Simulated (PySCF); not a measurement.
**Choosing a basis for TDDFT**

Hexane, C6H14.
InChI=1S/C6H14/c1-3-5-6-4-2/h3-6H2,1-2H3

TDDFT with PBE0 (PySCF), vertical singlets, core orbitals frozen in the response, spherical d and f functions. One conformer (not necessarily the lowest) at the PBE0-D3(BJ)/def2-SVP geometry, without solvent, vibrations or thermal averaging.

Q: How do the low singlets change with the basis? Take 6-31G*, 6-31+G*, def2-SVP, def2-SVPD, aug-cc-pVDZ and def2-TZVP.

A: 

```tsv
basis	functions	diffuse	S1 (eV)	S2 (eV)	S3 (eV)	S4 (eV)	S5 (eV)	LUMO (eV)	α (au)
6-31G*	112	no	10.10	10.22	10.40	10.57	10.58	2.85	65.8
6-31+G*	136	yes	8.46	8.52	8.60	8.60	8.65	0.78	71.7
def2-SVP	154	no	9.37	9.40	9.54	9.80	9.81	1.88	68.5
def2-SVPD	232	yes	8.50	8.53	8.66	8.88	8.92	0.84	77.2
aug-cc-pVDZ	264	yes	7.80	7.82	7.99	8.12	8.20	0.01	79.1
def2-TZVP	270	no	8.74	8.77	8.95	9.17	9.17	1.20	76.0
```

States are compared by their number. Against the largest diffuse basis here (aug-cc-pVDZ, itself not a converged limit), sets without diffuse functions differ by up to 2.30 eV in S1 and 2.37 eV in S5; the smaller diffuse sets differ by up to 0.70 and 0.72 eV. S1 is led by HOMO-1→LUMO (93%) in def2-SVP and by HOMO→LUMO (96%) in aug-cc-pVDZ. State by state, the largest deviation of a set without diffuse functions is S1 2.30, S2 2.39, S3 2.40, S4 2.45, S5 2.37 eV. The same number needn't mean the same state in each row. Against aug-cc-pVDZ the polarisability deviates by -17% in 6-31G*, -9% in 6-31+G*, -13% in def2-SVP, -2% in def2-SVPD, -4% in def2-TZVP. A single + in a Pople set puts diffuse functions on heavy atoms only.
